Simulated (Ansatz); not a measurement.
Input for Ansatz (development build ahead of 0.2.0):

```yaml
crystal:
  periodic: [false, false, false]
  atoms:
    - { symbol: C, position_ang: [1.39698, 1.0e-05, 3.0e-05] }
    - { symbol: C, position_ang: [0.69846, 1.20984, 2.0e-05] }
    - { symbol: C, position_ang: [-0.69854, 1.20984, 1.0e-05] }
    - { symbol: C, position_ang: [-1.39698, 0.0, 1.0e-05] }
    - { symbol: C, position_ang: [-0.69849, -1.20985, -3.0e-05] }
    - { symbol: C, position_ang: [0.6985, -1.20979, 1.0e-05] }
    - { symbol: H, position_ang: [2.48099, -3.0e-05, 1.0e-05] }
    - { symbol: H, position_ang: [1.24049, 2.14863, 4.0e-05] }
    - { symbol: H, position_ang: [-1.24047, 2.14861, 3.0e-05] }
    - { symbol: H, position_ang: [-2.48101, -3.0e-05, -4.0e-05] }
    - { symbol: H, position_ang: [-1.24052, -2.14858, 2.0e-05] }
    - { symbol: H, position_ang: [1.24051, -2.14858, 1.0e-05] }
basis:
  gaussian: { orbitals: def2-SVP }
magnetization:
  spin_polarized: true
  initial_magnetization: 2
hamiltonian:
  xc: hf
output:
  forces: true
```

The input is written out in the form of the current development build from the run's settings.

Output:

| Item | Value |
| --- | --- |
| Converged | yes |
| Total energy | -230.41297 hartree |
| Spin squared of the determinant | 2.354 |
| Stability test | minimum |

Forces (eV/Å):
```json
{"atom": "C1", "Fx": "2.753", "Fy": "-4.919", "Fz": "0.000"}
{"atom": "C2", "Fx": "-2.883", "Fy": "4.844", "Fz": "0.000"}
{"atom": "C3", "Fx": "0.025", "Fy": "-0.042", "Fz": "0.000"}
{"atom": "C4", "Fx": "-2.755", "Fy": "4.920", "Fz": "0.000"}
{"atom": "C5", "Fx": "2.884", "Fy": "-4.842", "Fz": "0.000"}
{"atom": "C6", "Fx": "-0.023", "Fy": "0.038", "Fz": "0.000"}
{"atom": "H7", "Fx": "-0.098", "Fy": "-0.043", "Fz": "0.000"}
{"atom": "H8", "Fx": "-0.087", "Fy": "-0.064", "Fz": "0.000"}
{"atom": "H9", "Fx": "0.038", "Fy": "-0.067", "Fz": "0.000"}
{"atom": "H10", "Fx": "0.099", "Fy": "0.043", "Fz": "0.000"}
{"atom": "H11", "Fx": "0.086", "Fy": "0.062", "Fz": "0.000"}
{"atom": "H12", "Fx": "-0.040", "Fy": "0.069", "Fz": "0.000"}
```

Caution: the unrestricted determinant is spin contaminated; the determinant breaks the point group.
